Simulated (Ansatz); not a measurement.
# Molecular dynamics of CH₃SSi

Input file:

```yaml
crystal:
  periodic: [false, false, false]
  atoms:
    - { symbol: Si, position_ang: [-0.856383, 0.353902, -0.79593] }
    - { symbol: C, position_ang: [0.112769, -0.486447, 0.345028] }
    - { symbol: S, position_ang: [1.081898, -0.356086, 1.796463] }
    - { symbol: H, position_ang: [-1.67661, -0.441024, -1.753136] }
    - { symbol: H, position_ang: [-0.917376, 1.847189, -0.920539] }
    - { symbol: H, position_ang: [2.255712, -0.917525, 1.328114] }
magnetization:
  spin_polarized: true
  initial_magnetization: 1
basis:
  gaussian: { orbitals: "6-31G" }
hamiltonian:
  xc: pbe0
  dispersion: d4
md:
  timestep: 0.25
  n_steps: 166
  ensemble: nvt_nose_hoover
  temperature: 1000.0
  initial_velocities: maxwell_boltzmann
  seed: 395542
  nose_hoover: { tau: 50.0, chain_length: 1 }
```

Launched with:

```bash
$ ansatz run input.yaml --threads 1 --pin off --max-ram 2048MiB --backend cpu --events-out ev --progress --plain --runs-dir out
```

It starts from a relaxed structure.

Output, in part (one step line in 3, the closing report, with atoms numbered from 0):

```
md step     0: t =     0.00 fs  T =  1000.0 K  F+E_penalty+E_count = -19783.77677112 eV  E_kin = 0.517040 eV  conserved = -19783.25973112 eV  (44 SCF iters)
md step     3: t =     0.75 fs  T =   961.4 K  F+E_penalty+E_count = -19783.75672448 eV  E_kin = 0.497089 eV  conserved = -19783.25963673 eV  (34 SCF iters)
md step     6: t =     1.50 fs  T =   866.3 K  F+E_penalty+E_count = -19783.70741560 eV  E_kin = 0.447928 eV  conserved = -19783.25949880 eV  (31 SCF iters)
md step     9: t =     2.25 fs  T =   749.8 K  F+E_penalty+E_count = -19783.64701374 eV  E_kin = 0.387687 eV  conserved = -19783.25937124 eV  (31 SCF iters)
md step    12: t =     3.00 fs  T =   645.6 K  F+E_penalty+E_count = -19783.59295953 eV  E_kin = 0.333788 eV  conserved = -19783.25928537 eV  (31 SCF iters)
md step    15: t =     3.75 fs  T =   576.9 K  F+E_penalty+E_count = -19783.55731218 eV  E_kin = 0.298284 eV  conserved = -19783.25925234 eV  (29 SCF iters)
md step    18: t =     4.50 fs  T =   553.0 K  F+E_penalty+E_count = -19783.54483002 eV  E_kin = 0.285939 eV  conserved = -19783.25927164 eV  (30 SCF iters)
md step    21: t =     5.25 fs  T =   568.8 K  F+E_penalty+E_count = -19783.55285914 eV  E_kin = 0.294117 eV  conserved = -19783.25933709 eV  (30 SCF iters)
md step    24: t =     6.00 fs  T =   606.7 K  F+E_penalty+E_count = -19783.57225431 eV  E_kin = 0.313695 eV  conserved = -19783.25943762 eV  (29 SCF iters)
md step    27: t =     6.75 fs  T =   639.8 K  F+E_penalty+E_count = -19783.58912182 eV  E_kin = 0.330806 eV  conserved = -19783.25955334 eV  (29 SCF iters)
md step    30: t =     7.50 fs  T =   638.2 K  F+E_penalty+E_count = -19783.58798161 eV  E_kin = 0.329997 eV  conserved = -19783.25964609 eV  (32 SCF iters)
md step    33: t =     8.25 fs  T =   579.8 K  F+E_penalty+E_count = -19783.55731687 eV  E_kin = 0.299773 eV  conserved = -19783.25966123 eV  (32 SCF iters)
md step    36: t =     9.00 fs  T =   464.2 K  F+E_penalty+E_count = -19783.49700087 eV  E_kin = 0.240004 eV  conserved = -19783.25955565 eV  (29 SCF iters)
md step    39: t =     9.75 fs  T =   322.5 K  F+E_penalty+E_count = -19783.42315483 eV  E_kin = 0.166733 eV  conserved = -19783.25936008 eV  (30 SCF iters)
md step    42: t =    10.50 fs  T =   207.3 K  F+E_penalty+E_count = -19783.36315229 eV  E_kin = 0.107188 eV  conserved = -19783.25919494 eV  (28 SCF iters)
md step    45: t =    11.25 fs  T =   162.1 K  F+E_penalty+E_count = -19783.33952651 eV  E_kin = 0.083812 eV  conserved = -19783.25917766 eV  (27 SCF iters)
md step    48: t =    12.00 fs  T =   192.0 K  F+E_penalty+E_count = -19783.35483061 eV  E_kin = 0.099247 eV  conserved = -19783.25930688 eV  (29 SCF iters)
md step    51: t =    12.75 fs  T =   263.4 K  F+E_penalty+E_count = -19783.39155481 eV  E_kin = 0.136183 eV  conserved = -19783.25947754 eV  (30 SCF iters)
md step    54: t =    13.50 fs  T =   329.9 K  F+E_penalty+E_count = -19783.42552312 eV  E_kin = 0.170596 eV  conserved = -19783.25958997 eV  (29 SCF iters)
md step    57: t =    14.25 fs  T =   358.5 K  F+E_penalty+E_count = -19783.43958352 eV  E_kin = 0.185339 eV  conserved = -19783.25960848 eV  (29 SCF iters)
md step    60: t =    15.00 fs  T =   340.2 K  F+E_penalty+E_count = -19783.42930760 eV  E_kin = 0.175887 eV  conserved = -19783.25954925 eV  (29 SCF iters)
md step    63: t =    15.75 fs  T =   287.9 K  F+E_penalty+E_count = -19783.40144038 eV  E_kin = 0.148852 eV  conserved = -19783.25944875 eV  (29 SCF iters)
md step    66: t =    16.50 fs  T =   226.7 K  F+E_penalty+E_count = -19783.36904857 eV  E_kin = 0.117203 eV  conserved = -19783.25934416 eV  (30 SCF iters)
md step    69: t =    17.25 fs  T =   183.9 K  F+E_penalty+E_count = -19783.34628429 eV  E_kin = 0.095059 eV  conserved = -19783.25926480 eV  (28 SCF iters)
md step    72: t =    18.00 fs  T =   180.6 K  F+E_penalty+E_count = -19783.34406870 eV  E_kin = 0.093388 eV  conserved = -19783.25923082 eV  (28 SCF iters)
md step    75: t =    18.75 fs  T =   226.4 K  F+E_penalty+E_count = -19783.36715272 eV  E_kin = 0.117061 eV  conserved = -19783.25925084 eV  (28 SCF iters)
md step    78: t =    19.50 fs  T =   316.2 K  F+E_penalty+E_count = -19783.41277164 eV  E_kin = 0.163476 eV  conserved = -19783.25932251 eV  (31 SCF iters)
md step    81: t =    20.25 fs  T =   431.1 K  F+E_penalty+E_count = -19783.47102339 eV  E_kin = 0.222881 eV  conserved = -19783.25943121 eV  (30 SCF iters)
md step    84: t =    21.00 fs  T =   542.7 K  F+E_penalty+E_count = -19783.52713692 eV  E_kin = 0.280598 eV  conserved = -19783.25954629 eV  (32 SCF iters)
md step    87: t =    21.75 fs  T =   621.8 K  F+E_penalty+E_count = -19783.56596438 eV  E_kin = 0.321473 eV  conserved = -19783.25962035 eV  (33 SCF iters)
md step    90: t =    22.50 fs  T =   650.8 K  F+E_penalty+E_count = -19783.57859818 eV  E_kin = 0.336500 eV  conserved = -19783.25960375 eV  (33 SCF iters)
md step    93: t =    23.25 fs  T =   636.5 K  F+E_penalty+E_count = -19783.56864493 eV  E_kin = 0.329111 eV  conserved = -19783.25949030 eV  (28 SCF iters)
md step    96: t =    24.00 fs  T =   609.9 K  F+E_penalty+E_count = -19783.55233824 eV  E_kin = 0.315357 eV  conserved = -19783.25935283 eV  (28 SCF iters)
md step    99: t =    24.75 fs  T =   607.5 K  F+E_penalty+E_count = -19783.54863969 eV  E_kin = 0.314124 eV  conserved = -19783.25929204 eV  (28 SCF iters)
md step   102: t =    25.50 fs  T =   646.4 K  F+E_penalty+E_count = -19783.56622004 eV  E_kin = 0.334198 eV  conserved = -19783.25933138 eV  (28 SCF iters)
md step   105: t =    26.25 fs  T =   717.1 K  F+E_penalty+E_count = -19783.60004550 eV  E_kin = 0.370762 eV  conserved = -19783.25941008 eV  (29 SCF iters)
md step   108: t =    27.00 fs  T =   797.6 K  F+E_penalty+E_count = -19783.63855980 eV  E_kin = 0.412396 eV  conserved = -19783.25947698 eV  (29 SCF iters)
md step   111: t =    27.75 fs  T =   866.7 K  F+E_penalty+E_count = -19783.67079879 eV  E_kin = 0.448134 eV  conserved = -19783.25952511 eV  (29 SCF iters)
md step   114: t =    28.50 fs  T =   908.2 K  F+E_penalty+E_count = -19783.68845482 eV  E_kin = 0.469577 eV  conserved = -19783.25955295 eV  (29 SCF iters)
md step   117: t =    29.25 fs  T =   912.1 K  F+E_penalty+E_count = -19783.68651945 eV  E_kin = 0.471580 eV  conserved = -19783.25954831 eV  (29 SCF iters)
md step   120: t =    30.00 fs  T =   877.7 K  F+E_penalty+E_count = -19783.66479624 eV  E_kin = 0.453785 eV  conserved = -19783.25950494 eV  (30 SCF iters)
md step   123: t =    30.75 fs  T =   815.1 K  F+E_penalty+E_count = -19783.62866600 eV  E_kin = 0.421422 eV  conserved = -19783.25943288 eV  (30 SCF iters)
md step   126: t =    31.50 fs  T =   742.5 K  F+E_penalty+E_count = -19783.58765879 eV  E_kin = 0.383920 eV  conserved = -19783.25935489 eV  (30 SCF iters)
md step   129: t =    32.25 fs  T =   680.3 K  F+E_penalty+E_count = -19783.55225587 eV  E_kin = 0.351741 eV  conserved = -19783.25929820 eV  (30 SCF iters)
md step   132: t =    33.00 fs  T =   643.2 K  F+E_penalty+E_count = -19783.53009589 eV  E_kin = 0.332584 eV  conserved = -19783.25928645 eV  (30 SCF iters)
md step   135: t =    33.75 fs  T =   634.7 K  F+E_penalty+E_count = -19783.52277225 eV  E_kin = 0.328158 eV  conserved = -19783.25932995 eV  (29 SCF iters)
md step   138: t =    34.50 fs  T =   643.7 K  F+E_penalty+E_count = -19783.52450361 eV  E_kin = 0.332806 eV  conserved = -19783.25941626 eV  (31 SCF iters)
md step   141: t =    35.25 fs  T =   648.6 K  F+E_penalty+E_count = -19783.52406416 eV  E_kin = 0.335377 eV  conserved = -19783.25950327 eV  (33 SCF iters)
md step   144: t =    36.00 fs  T =   628.7 K  F+E_penalty+E_count = -19783.51068062 eV  E_kin = 0.325087 eV  conserved = -19783.25952995 eV  (35 SCF iters)
md step   147: t =    36.75 fs  T =   579.2 K  F+E_penalty+E_count = -19783.48197423 eV  E_kin = 0.299448 eV  conserved = -19783.25946253 eV  (44 SCF iters)
md step   150: t =    37.50 fs  T =   518.4 K  F+E_penalty+E_count = -19783.44767282 eV  E_kin = 0.268027 eV  conserved = -19783.25935349 eV  (30 SCF iters)
md step   153: t =    38.25 fs  T =   474.3 K  F+E_penalty+E_count = -19783.42227527 eV  E_kin = 0.245218 eV  conserved = -19783.25931700 eV  (29 SCF iters)
md step   156: t =    39.00 fs  T =   456.4 K  F+E_penalty+E_count = -19783.41066542 eV  E_kin = 0.235983 eV  conserved = -19783.25939327 eV  (30 SCF iters)
md step   159: t =    39.75 fs  T =   446.6 K  F+E_penalty+E_count = -19783.40321740 eV  E_kin = 0.230890 eV  conserved = -19783.25948434 eV  (30 SCF iters)
md step   162: t =    40.50 fs  T =   421.2 K  F+E_penalty+E_count = -19783.38768102 eV  E_kin = 0.217769 eV  conserved = -19783.25948175 eV  (30 SCF iters)
md step   165: t =    41.25 fs  T =   377.6 K  F+E_penalty+E_count = -19783.36280654 eV  E_kin = 0.195252 eV  conserved = -19783.25939630 eV  (30 SCF iters)
md step   166: t =    41.50 fs  T =   361.9 K  F+E_penalty+E_count = -19783.35395422 eV  E_kin = 0.187142 eV  conserved = -19783.25936481 eV  (45 SCF iters)
Total energy: -19783.35397951 eV, -727.0248491080 hartree
Atom 0 at    -0.858269     0.332478    -0.804308 Å, force     2.336769     1.892880     2.426997 eV/Å
Atom 1 at     0.097976    -0.579450     0.327431 Å, force    -0.427055    -0.509565    -0.069234 eV/Å
Atom 2 at     1.079780    -0.327127     1.799402 Å, force     0.001405    -0.096894    -0.830461 eV/Å
Atom 3 at    -1.867561     0.141503    -1.760173 Å, force    -1.197129    -0.810016    -1.233414 eV/Å
Atom 4 at    -0.487108     1.811212    -0.485282 Å, force    -0.497374    -0.524733    -0.508539 eV/Å
Atom 5 at     2.312576    -0.680010     1.249523 Å, force    -0.216616     0.048327     0.214651 eV/Å
Dipole moment:     0.025534     0.042121    -0.310510 e Å
```

The run went to its last step. The conserved energy stayed within 0.094 meV per atom of its start (net change 0.061 meV per atom), so the integration is sound. The mean temperature of the second half is 35 % below the set value. A run of 0.042 ps of so small a system gives no equilibrium averages. Limits of this set-up: no polarisation functions.

The same pairs are bonded in the first frame and the last. Pairs count as bonded within 1.25 times the sum of covalent radii (0.12 Å more for H–H).

Last frame:

```xyz
6
Properties=species:S:1:pos:R:3
Si -0.858 0.333 -0.804
C 0.098 -0.579 0.327
S 1.080 -0.327 1.799
H -1.868 0.141 -1.760
H -0.487 1.811 -0.485
H 2.313 -0.680 1.250
```

The run took 5.6 min on 1 thread of Arm Neoverse V2, on a shared host, peak memory 0.2 GiB.
